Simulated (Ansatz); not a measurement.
# [BH4]− (SMILES [BH4-]): levels of theory compared

Wanted: a comparison of 6 runs (BLYP/3-21G, UB3LYP/3-21G, UPBE0/3-21G, r2SCAN0/6-31G, wB97M-V/6-31G, MP2/3-21G) of [BH4]−. 

The results are computed with Ansatz 0.2.0.

5 further runs of the same task are left out: 4 that didn't finish, 1 set aside as unsound or not needed.

### Step 1. The system as given

The species is [BH4]− (5 atoms), meant as a singlet with charge -1. As SMILES, `[BH4-]`. The H2–B1 distance was set to 3.070 Å, away from the relaxed value. At this shape a bond of the SMILES string is far longer than usual.

Bond lengths: B1–H3 1.229 Å, B1–H4 1.229 Å, B1–H5 1.229 Å. Angles: H3–B1–H4 109.5°, H3–B1–H5 109.4°, H4–B1–H5 109.5°.

### Step 2. A single-point energy at BLYP/3-21G (run 1)

Input file in.yaml:

```yaml
crystal:
  periodic: [false, false, false]
  atoms:
    - {symbol: B, position_ang: [-1.025238, -1.495087, -0.326809]}
    - {symbol: H, position_ang: [0.683660, 0.997010, 0.217690]}
    - {symbol: H, position_ang: [-0.298998, -2.483747, -0.393769]}
    - {symbol: H, position_ang: [-1.625748, -1.355557, -1.390059]}
    - {symbol: H, position_ang: [-1.835028, -1.643637, 0.586151]}
basis:
  gaussian:
    orbitals: 3-21G.json
total_charge: -1
hamiltonian:
  xc: {name: BLYP}
accuracy: high
```

The basis set 3-21G is read from a file made from the Basis Set Exchange's data (not shown).

Launch:

```bash
$ ansatz run in.yaml --threads 1 --pin off --max-ram 2610MiB --events-out events.jsonl --progress --plain --runs-dir runs
```

What it wrote:

```text
Warning: RAYON_NUM_THREADS=1 ignored (pool sized by the plan → 1); use --threads N
Functional definition: BLYP
  name "BLYP"
  parameter beta = 0.0042
  parameter a = 0.04918
  parameter b = 0.132
  parameter c = 0.2533
  parameter d = 0.349
  exchange = b88_x(beta = beta)
  correlation = lyp_c(a = a, b = b, c = c, d = d)
333 factors; integrals over basis functions are off by at most 4.6e-9 eV
mean field evaluation 1: about -730.4446 eV, gradient 1.6e1 eV
mean field evaluation 2: about -713.3847 eV, gradient 4.4e1 eV
mean field evaluation 4: about -732.2322 eV, gradient 9.7e0 eV
mean field evaluation 8: about -732.1981 eV, gradient 9.8e0 eV
mean field evaluation 16: about -732.7758 eV, gradient 1.3e-8 eV
mean field -732.77581936 eV, -26.9290146683 hartree, gradient 1.6e-8 eV, S^2 0.000000; 0 other end points of the search recorded, 0 dependent functions left out
reference -732.77586089 eV, -26.9290161945 hartree; 5, 5 occupied and 12, 12 virtual orbitals, 333 factors
Total energy: -732.77586089 eV, -26.9290161945 hartree
```

Wall time 0.77 s (1 thread of Intel Xeon Platinum 8259CL at 2.50GHz (Skylake/Cascade Lake), shared host); peak memory 0.1 GiB.

### Step 3. A single-point energy at UB3LYP/3-21G (run 2)

Input file input.yaml:

```yaml
crystal:
  periodic: [false, false, false]
  atoms:
    - {symbol: B, position_ang: [-1.025238, -1.495087, -0.326809]}
    - {symbol: H, position_ang: [0.683660, 0.997010, 0.217690]}
    - {symbol: H, position_ang: [-0.298998, -2.483747, -0.393769]}
    - {symbol: H, position_ang: [-1.625748, -1.355557, -1.390059]}
    - {symbol: H, position_ang: [-1.835028, -1.643637, 0.586151]}
basis:
  gaussian:
    orbitals: 3-21G.json
total_charge: -1
magnetization:
  spin_polarized: true
hamiltonian:
  xc: {name: B3LYP}
accuracy: high
```

The basis set 3-21G is read from a file made from the Basis Set Exchange's data (not shown).

Launch:

```bash
$ ansatz run input.yaml --threads 1 --pin off --max-ram 2610MiB --events-out events.jsonl --progress --plain --runs-dir runs
```

What it wrote:

```text
Warning: RAYON_NUM_THREADS=1 ignored (pool sized by the plan → 1); use --threads N
Functional definition: B3LYP
  name "B3LYP"
  parameter a0 = 0.2
  parameter ax = 0.72
  parameter ac = 0.81
  exchange = (1 - a0 - ax)*slater_x + ax*b88_x + a0*exact_x
  correlation = (1 - ac)*vwn_rpa_c + ac*lyp_c
333 factors; integrals over basis functions are off by at most 4.6e-9 eV
mean field evaluation 1: about -731.7961 eV, gradient 1.0e1 eV
mean field evaluation 2: about -717.0914 eV, gradient 3.0e1 eV
mean field evaluation 4: about -733.7731 eV, gradient 1.3e0 eV
mean field evaluation 8: about -733.7567 eV, gradient 1.1e-1 eV
mean field evaluation 16: about -733.7568 eV, gradient 1.2e-7 eV
mean field evaluation 32: about -733.8499 eV, gradient 1.4e-8 eV
mean field -733.84994351 eV, -26.9684880026 hartree, gradient 1.4e-8 eV, S^2 0.338577; 1 other end points of the search recorded, 0 dependent functions left out
reference -733.84997398 eV, -26.9684891222 hartree; 5, 5 occupied and 12, 12 virtual orbitals, 333 factors
Total energy: -733.84997398 eV, -26.9684891222 hartree
```

It took 2.3 s on 1 thread of Intel Xeon Platinum 8259CL at 2.50GHz (Skylake/Cascade Lake), shared host; peak memory 0.12 GiB.

Runs 3 to 4 aren't shown in full; the table further down has their settings and results.

### Step 4. The energy at wB97M-V/6-31G (run 5)

Input file molecule.yaml:

```yaml
crystal:
  periodic: [false, false, false]
  atoms:
    - {symbol: B, position_ang: [-1.025238, -1.495087, -0.326809]}
    - {symbol: H, position_ang: [0.683660, 0.997010, 0.217690]}
    - {symbol: H, position_ang: [-0.298998, -2.483747, -0.393769]}
    - {symbol: H, position_ang: [-1.625748, -1.355557, -1.390059]}
    - {symbol: H, position_ang: [-1.835028, -1.643637, 0.586151]}
basis:
  gaussian: {orbitals: 6-31G}
total_charge: -1
hamiltonian: {xc: {name: wB97M-V}}
accuracy: high
```

Launch:

```bash
$ ansatz run molecule.yaml --threads 1 --pin off --max-ram 2610MiB --events-out events.jsonl --progress --plain --runs-dir runs
```

What it wrote (excerpt; [...] marks lines left out):

```text
Warning: RAYON_NUM_THREADS=1 ignored (pool sized by the plan → 1); use --threads N
Functional definition: wB97M-V
  name "wB97M-V"
[...]
  gx(w, u) = 1 - cx + cx01*u + cx10*w
  gss(w, u) = css00 + css04*u^4 + css10*w + css20*w^2 + css43*w^4*u^3
  gos(w, u) = cos00 + cos10*w + (cos20 + cos21*u)*w^2 + (cos60 + cos61*u)*w^6
[...]
      + integral(e_c_pw_mod_opposite_spin*gos(b97_w_opposite, b97_u_opposite)) + vv10(b, c)
408 factors; integrals over basis functions are off by at most 4.5e-9 eV
181 factors; integrals over basis functions are off by at most 1.2e-9 eV
[...]
mean field -736.09423657 eV, -27.0509642513 hartree, gradient 4.2e-8 eV, S^2 0.000000; 0 other end points of the search recorded, 0 dependent functions left out
reference -736.09423945 eV, -27.0509643572 hartree; 5, 5 occupied and 12, 12 virtual orbitals, 408 factors
Total energy: -736.09423945 eV, -27.0509643572 hartree
```

It took 7.2 s on 1 thread of Intel Xeon Platinum 8259CL at 2.50GHz (Skylake/Cascade Lake), shared host; peak memory 0.21 GiB.

### Step 5. A single-point energy at MP2/3-21G (run 6)

Input file run.yaml:

```yaml
crystal:
  periodic: [false, false, false]
  atoms:
    - {symbol: B, position_ang: [-1.025238, -1.495087, -0.326809]}
    - {symbol: H, position_ang: [0.683660, 0.997010, 0.217690]}
    - {symbol: H, position_ang: [-0.298998, -2.483747, -0.393769]}
    - {symbol: H, position_ang: [-1.625748, -1.355557, -1.390059]}
    - {symbol: H, position_ang: [-1.835028, -1.643637, 0.586151]}
basis:
  gaussian:
    orbitals: 3-21G.json
accuracy: high
correlation:
  method: mp2
  frozen_orbitals: {B: 1, H: 0}
total_charge: -1
```

The basis set 3-21G is read from a file made from the Basis Set Exchange's data (not shown).

Launch:

```bash
$ ansatz run run.yaml --threads 1 --pin off --max-ram 2610MiB --events-out events.jsonl --progress --plain --runs-dir runs
```

What it wrote:

```text
Warning: RAYON_NUM_THREADS=1 ignored (pool sized by the plan → 1); use --threads N
Functional definition: HF
  name "HF"
  exchange = exact_x
  correlation = 0
333 factors; integrals over basis functions are off by at most 4.6e-9 eV
mean field evaluation 1: about -723.8059 eV, gradient 1.8e1 eV
mean field evaluation 2: about -723.7974 eV, gradient 1.7e1 eV
mean field evaluation 4: about -725.6002 eV, gradient 1.2e0 eV
mean field evaluation 8: about -725.6076 eV, gradient 9.5e-4 eV
mean field -725.60756380 eV, -26.6655861352 hartree, gradient 3.8e-8 eV, S^2 0.000000; 0 other end points of the search recorded, 0 dependent functions left out; unrestricted orbitals would lower it
mean field evaluation 16: about -726.2545 eV, gradient 4.2e-2 eV
1 core orbitals not correlated: weight in the atoms' cores, before any rotation towards them, 1.000 or more for the frozen orbitals, at most 0.000 for the correlated occupied ones
reference -725.60756380 eV, -26.6655861352 hartree; 4, 4 occupied and 12, 12 virtual orbitals, 333 factors
second order -2.14055242 eV of doubles, -0.00000000 eV of singles
Total energy: -727.74811622 eV, -26.7442499856 hartree
```

It took 0.14 s on 1 thread of Intel Xeon Platinum 8259CL at 2.50GHz (Skylake/Cascade Lake), shared host.

### Step 6. The series

```csv
run,level,frozen core orbitals,energy (Eh),wall time
1,BLYP/3-21G,–,-26.929016,0.77 s
2,UB3LYP/3-21G,–,-26.968489,2.3 s
3,UPBE0/3-21G,–,-26.907209,2.1 s
4,r2SCAN0/6-31G,–,-27.069133,1.6 s
5,wB97M-V/6-31G,–,-27.050964,7.2 s
6,MP2/3-21G,1,-26.744250,0.14 s
```

### Step 7. Outcome

| quantity | value |
| --- | --- |
| run 6: total energy | -26.74425 Eh |
| run 6: correlation energy (1 core orbital frozen) | -78.7 mEh |

In words: Totals of different functionals can't be ranked against each other. In run 6 the log says that unrestricted orbitals would lower the reference, so the values rest on an unstable closed-shell determinant (other closed-shell runs at this shape may share the fault). Spin contamination of the reference: run 3 ⟨S²⟩ = 0.42, run 2 ⟨S²⟩ = 0.34. All runs together took 14 s, the longest 7.2 s.
